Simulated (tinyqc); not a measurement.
Inside a calculation. Method: harmonic frequencies on the RHF/sto-3g surface (energies and gradients from PySCF), for H2O, spin multiplicity 1. Computed by tinyqc, a small Python program that keeps every step (integrals from PySCF). Settings: charge = 0, multiplicity = 1, basis = sto-3g, delta = 0.01. Command: `OMP_NUM_THREADS=1 python tinyqc.py 28141 28142 out.jsonl` (the two numbers bound the seeds that draw the settings). One thread of a shared host (Intel(R) Xeon(R) Processor @ 2.60GHz), about 1 s of CPU time with the checks.

## One row of the Hessian: 2Hy

optimised positions (bohr):
```
           x         y         z
1O  -0.01520   0.04350  -0.02101
2H  -0.04665   1.46780   1.18986
3H   0.12232  -1.39226   1.16874
```

gradient at +delta (hartree/bohr):
```
             x           y           z
1O   0.0001399  -0.0039508  -0.0021290
2H  -0.0001346   0.0043127   0.0027345
3H  -0.0000053  -0.0003620  -0.0006056
```

gradient at -delta (hartree/bohr):
```
             x           y           z
1O  -0.0001422   0.0040078   0.0022147
2H   0.0001381  -0.0043820  -0.0028212
3H   0.0000042   0.0003742   0.0006065
```

Displace 2Hy by +/-0.01 bohr; H(k, :) = (g(+) - g(-)) / (2 delta).

row of the Hessian (hartree/bohr^2): 1Ox 0.0141078, 1Oy -0.3979290, 1Oz -0.2171825, 2Hx -0.0136343, 2Hy 0.4347368, 2Hz 0.2777854, 3Hx -0.0004735, 3Hy -0.0368078, 3Hz -0.0606028

## Hessian by finite differences

All rows are made in the same way, and the matrix is symmetrised.

Hessian (symmetrised) (hartree/bohr^2), lower triangle:
```
            1Ox         1Oy         1Oz         2Hx         2Hy         2Hz         3Hx         3Hy
1Ox   0.0040522
1Oy  -0.0474648   0.8011290
1Oz   0.0276447   0.0028899   0.6336549
2Hx  -0.0005851   0.0088174  -0.0011877   0.0006789
2Hy   0.0141067  -0.3979285  -0.2171743  -0.0136332   0.4347368
2Hz   0.0059705  -0.3376697  -0.3209056  -0.0031723   0.2777762   0.3035986
3Hx  -0.0034653   0.0386474  -0.0264573  -0.0000947  -0.0004736  -0.0027981   0.0035591
3Hy   0.0333580  -0.4032016   0.2142844   0.0048158  -0.0368078   0.0598934  -0.0381737   0.4400098
3Hz  -0.0336152   0.3347798  -0.3127538   0.0043600  -0.0606024   0.0173093   0.0292554  -0.2741774

           3Hz
3Hz  0.2954467
```

## Normal modes

masses (u): 1O 15.99492, 2H 1.00782, 3H 1.00782

Diagonalise H_ij / sqrt(m_i m_j); the 6 smallest eigenvalues belong to translations and rotations; wavenumber = sqrt(eigenvalue / 1822.888) x 219474.63; each mode has its largest component positive (the first on a tie); zero-point energy = sum of wavenumbers / 2, with 349.755 1/cm per kcal/mol.

eigenvalues of the mass-weighted Hessian (hartree/(bohr^2 u)): -0.00003  0.00000  0.00000  0.00000  0.00001  0.00001  0.17818  0.64865  0.72970

harmonic wavenumbers of the vibrations (1/cm): 2169.9  4140.1  4391.1

mass-weighted modes:
```
       mode 1    mode 2    mode 3
1Ox  -0.01167   0.00904   0.01548
1Oy   0.00126  -0.00097  -0.26199
1Oz  -0.26418   0.20469  -0.00193
2Hx   0.04880   0.01495  -0.01148
2Hy  -0.43483  -0.55603   0.51977
2Hz   0.52304  -0.41186   0.44188
3Hx  -0.00230  -0.05098  -0.05018
3Hy   0.42981   0.55991   0.52397
3Hz   0.52943  -0.40360  -0.43418
```

zero-point energy = 15.29793 kcal/mol
